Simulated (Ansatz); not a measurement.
The same path of CH3NS (6 atoms, charge 0, multiplicity 1) was run 3 times with different band settings. Lost on the way: N1–H4. Made: S3–H4.

Level of theory: RKS r2SCAN/6-31G* (Ansatz).

Relaxed end points:

```xyz
6
Properties=species:S:1:pos:R:3
N -0.632 -0.058 -0.362
C 0.526 0.133 0.293
S 1.588 -1.044 0.733
H -0.905 -0.998 -0.624
H -1.242 0.712 -0.604
H 0.707 1.191 0.518
```

```xyz
6
Properties=species:S:1:pos:R:3
N -0.908 0.359 -0.463
C 0.211 0.300 0.141
S 1.057 -1.224 0.422
H 0.115 -1.978 -0.183
H -1.218 1.335 -0.516
H 0.783 1.143 0.554
```

Common settings: movable images 5; climbing image yes; start path through a guess of the saddle point; force threshold 0.03 eV/Å; iteration limit 60; end points relaxed.

| run | spring | optimiser | largest step |
| --- | --- | --- | --- |
| 1 | 5.0 eV/Å² | quadratic models (default) | default |
| 2 | 5.0 eV/Å² | fire | 0.5 Å |
| 3 | 20.0 eV/Å² | quadratic models (default) | default |

**Question.** What does each run give, and how far can it be trusted?

**Answer.** Run 1: converged after 7 iterations, highest image 1.776 eV above the first end. A vibrational analysis at the climbing image gives one clearly imaginary mode, 1607i cm⁻¹: a first-order saddle point.
Run 2: converged after 32 iterations, highest image 1.776 eV above the first end. Another band between the same ends (5 images) ends at a top of the same energy, where a vibrational analysis finds 1 clearly imaginary mode.
Run 3: converged after 8 iterations, highest image 1.776 eV above the first end. Another band between the same ends (5 images) ends at a top of the same energy, where a vibrational analysis finds 1 clearly imaginary mode.
The orbitals stay closed-shell, which can raise the energy where a bond breaks towards radicals; this wasn't checked here.
